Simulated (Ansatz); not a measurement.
α-quartz (SiO2) was calculated with PBE in Ansatz (PAW).

Settings: plane-wave cutoff 520 eV, 12×12×6 k mesh (along the axes of the cell as run), Fermi–Dirac smearing 0.01 eV, scalar-relativistic PAW data made under PBE.

The cell has the measured lattice parameters. Conventional cell: a = 4.9164 Å, b = 4.9164 Å, c = 5.4084 Å, α = 90.00°, β = 90.00°, γ = 120.00°.

```
CELL_PARAMETERS angstrom
      4.91636     0.00000     0.00000
     -2.45818     4.25769     0.00000
      0.00000     0.00000     5.40840
ATOMIC_POSITIONS crystal
  Si 0.46973 0.00000 0.66667
  Si 0.00000 0.46973 0.33333
  Si 0.53027 0.53027 0.00000
  O  0.41354 0.26758 0.78558
  O  0.73242 0.14596 0.45225
  O  0.85404 0.58646 0.11891
  O  0.26758 0.41354 0.21442
  O  0.14596 0.73242 0.54775
  O  0.58646 0.85404 0.88109
```

### Question
List the 31 lowest band energies at Γ above −25 eV (eV, relative to the valence band maximum), grouping those that round alike.

### Answer
At Γ: -19.42, -17.89 (×2), -17.25, -17.22 (×2), -8.22 (×2), -5.40, -5.38, -5.21 (×2), -2.94 (×2), -2.71, -2.45, -1.48 (×2), -1.46, -1.00 (×2), -0.69, -0.32 (×2), 5.99, 9.32 (×2), 9.77 (×2), 11.02, 11.67.

Note: cell and atoms aren't relaxed at this level (largest force component 0.33 eV/Å, pressure 6.9 GPa).

Ansatz is a quantum-chemistry and plane-wave program.
